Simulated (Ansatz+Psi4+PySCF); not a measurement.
Values are calculated unless marked as measured or tabulated.
Input for Ansatz (development build ahead of 0.2.0):

```yaml
crystal:
  periodic: [false, false, false]
  atoms:
    - { symbol: "N", position_ang: [0.56499, 0.0, -3.0] }
    - { symbol: "N", position_ang: [-0.56499, 0.0, -3.0] }
    - { symbol: "N", position_ang: [-0.56499, 0.0, 3.0] }
    - { symbol: "N", position_ang: [0.56499, 0.0, 3.0] }
basis:
  gaussian: { orbitals: cc-pVTZ }
total_charge: 1
magnetization:
  initial_magnetization: 1
hamiltonian:
  xc: hf
correlation:
  method: mp2
  frozen_orbitals: { "N": 1 }
```

The input is written out in the form of the current development build from the run's settings. Correlation on restricted open-shell orbitals is semicanonical, with singles.

The run gave:

```
Converged                       : yes
Reference energy                : -217.39845 hartree
Correlation energy              : -0.68828 hartree
Total energy                    : -218.08672 hartree
Spin squared of the determinant : 0.750
Stability test                  : minimum among restricted orbitals
```

Caution: this determinant is likely not that of the ground state; MP2 on this radical cation hangs on the determinant chosen; the charge can sit on one fragment and break the point group; the determinant breaks the point group; another reference gives a lower total.
